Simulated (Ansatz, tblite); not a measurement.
# The cluster Te₂Pb: a ladder of methods and basis sets

Aim: run the singlet of the cluster Te₂Pb at one geometry on many levels, and compare frontier levels, spin and run time.

The runs use Ansatz 0.2.0, Gaussian basis; as each input shows.

Levels to be run: GFN1-xTB, GFN2-xTB, PBE-D4/def2-TZVP, r2SCAN-D4/def2-TZVP, B97M-V/def2-TZVP, CAM-B3LYP-D4/def2-TZVP, B3LYP-D4/def2-TZVP, LDA/def2-TZVP, HSE06-D4/def2-TZVP, PBE-D4/def2-SVP, PBE0-D4/def2-SVP, PBE0-D4/def2-TZVPD, PBE-D4/def2-TZVPD, r2SCAN-D4/def2-TZVPD, CCSD(T)/def2-TZVPP, MP2/def2-TZVP, RPA/def2-TZVP.

1 further run of the same task is left out (set aside as unsound or not needed).

### 1 The relaxed structure

The geometry is that of the singlet, from an earlier relaxation (r2SCAN-D4/def2-SVP). At that level it is the lowest of the isomers that a small search found.

3 atoms, charge 0, spin multiplicity 1.

Bond lengths: Pb1–Te2 2.844 Å, Pb1–Te3 2.844 Å, Te2–Te3 2.840 Å. Angles: Te2–Pb1–Te3 59.9°, Pb1–Te2–Te3 60.0°, Pb1–Te3–Te2 60.0°.

Pb, Te take a core potential in the def2 sets. No spin-orbit coupling is included.

PBE0-D4/def2-TZVP was run before; its log isn't repeated, and its numbers join the tables.

### 2 GFN1-xTB

Tight binding, by tblite at 300 K electronic temperature and without a spin-polarisation term:

```python
tblite.interface.Calculator('GFN1-xTB', numbers, positions, charge=0, uhf=0).singlepoint()
```

Energy -251.4554 eV, HOMO -8.11 eV, LUMO -6.55 eV; 0.002 s.

### 3 GFN2-xTB

Tight binding, by tblite at 300 K electronic temperature and without a spin-polarisation term:

```python
tblite.interface.Calculator('GFN2-xTB', numbers, positions, charge=0, uhf=0).singlepoint()
```

Energy -233.0847 eV, HOMO -8.29 eV, LUMO -6.85 eV; 0.003 s.

### 4 PBE-D4/def2-TZVP

start.molden holds the orbitals of an earlier run on this state, given as this run's starting guess.

in.yaml reads:

```yaml
crystal:
  periodic: [false, false, false]
  atoms:
    - {symbol: Pb, position_ang: [-0.457243, -1.116814, 1.114205]}
    - {symbol: Te, position_ang: [-0.127824, -0.336574, -1.600458]}
    - {symbol: Te, position_ang: [0.585066, 1.453389, 0.486253]}
basis:
  gaussian: {orbitals: def2-TZVP, initial_orbitals: start.molden}
hamiltonian: {xc: pbe, dispersion: d4}
scf: {omitted_lower_state_checks: [starts]}
output: {orbitals: {seedname: orbitals}}
```

On the command line:

```
ansatz run in.yaml --threads 4 --pin off --events-out ev --progress --plain --max-ram 3916MiB
```

The runs that follow: r2SCAN-D4/def2-TZVP; B97M-V/def2-TZVP; CAM-B3LYP-D4/def2-TZVP; B3LYP-D4/def2-TZVP; LDA/def2-TZVP; HSE06-D4/def2-TZVP; PBE-D4/def2-SVP; PBE0-D4/def2-SVP; PBE0-D4/def2-TZVPD; PBE-D4/def2-TZVPD; r2SCAN-D4/def2-TZVPD; CCSD(T)/def2-TZVPP; MP2/def2-TZVP; RPA/def2-TZVP.

**Question.** What will the summary of the whole plan be? Wanted: gap in def2-TZVP, named functionals, smallest and largest; correlation energy, CCSD(T)/def2-TZVPP; correlation energy, MP2/def2-TZVP; binding an atom, CCSD(T)/def2-TZVPP; PBE0 total energy, smallest basis above largest.

The runs gave:

| quantity | value |
| --- | --- |
| gap in def2-TZVP, named functionals, smallest and largest | 1.00 eV (LDA), 4.44 eV (CAM-B3LYP-D4) |
| correlation energy, CCSD(T)/def2-TZVPP | -34.24 eV |
| correlation energy, MP2/def2-TZVP | -35.68 eV |
| binding an atom, CCSD(T)/def2-TZVPP | 1.966 eV |
| PBE0 total energy, smallest basis above largest | 0.75 eV (def2-SVP, def2-TZVPD) |

In words: Over the named functionals in def2-TZVP the gap runs from 1.00 eV (LDA) to 4.44 eV (CAM-B3LYP-D4); exact exchange widens it. The functionals in def2-TZVP miss CCSD(T)/def2-TZVPP by -0.016 (CAM-B3LYP-D4) to +0.748 eV (LDA) an atom. The reference is CCSD(T) in one finite basis, so it carries an error of its own, often a tenth of an eV or more, and near misses can't be ranked.
